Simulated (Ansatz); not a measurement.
**CHAlO+ (quartet): the correlation ladder, def2-QZVPP**

The task here is to estimate one member of a computed series from the others.

Computed with Ansatz 0.2.0, Gaussian basis. Level: def2-QZVPP, core rule «outside noble gas», up to 7 orbitals frozen.

The runs, in order: UHF; ROHF; CCSD(T) on UHF.

2 further runs of the same task are left out: 2 set aside as unsound or not needed.

## The geometry

The geometry is a PBE0/def2-TZVP stationary point (not a proven minimum) of the parent state, kept for this charge and spin.

4 atoms, charge 1, spin multiplicity 4.

Atoms are counted from 1 here; the program's logs count them from 0.

Bond lengths: C1–Al2 1.857 Å, C1–H4 1.080 Å, Al2–O3 1.597 Å. Angles: Al2–C1–H4 180.0°, C1–Al2–O3 180.0°.

The first run:

Input file in.yaml:

```yaml
crystal:
  periodic: [false, false, false]
  atoms:
    - {symbol: C, position_ang: [0.000000, 0.000000, 1.057693]}
    - {symbol: Al, position_ang: [0.000000, 0.000000, -0.799174]}
    - {symbol: O, position_ang: [0.000000, 0.000000, -2.396024]}
    - {symbol: H, position_ang: [0.000000, 0.000000, 2.137505]}
basis:
  gaussian: {orbitals: "def2-QZVPP.json"}
total_charge: 1
magnetization: {spin_polarized: true, initial_magnetization: 3}
hamiltonian: {xc: hf}
output: {orbitals: {seedname: orbitals}}
```

Command:

```sh
ansatz run in.yaml --threads 1 --pin off --events-out ev --progress --plain --max-ram 2393MiB
```

Among the steps run: UHF; ROHF; CCSD(T) on UHF.

One table of the session follows, with a row left open; its other results are not shown here.

It belongs to the step «Misses and costs». 

```
  method  from UCCSD(T) (meV)
    ROHF             +11104.7
     UHF             +10784.6
    UMP2                    ?
   UCCSD               +357.4
UCCSD(T)                    0
```

Estimate the missing values for UMP2.

The run gave: from UCCSD(T) (meV): +1102.4. In the column «from UCCSD(T) (meV)» it lies between UCCSD (+357.4) and UHF (+10784.6).
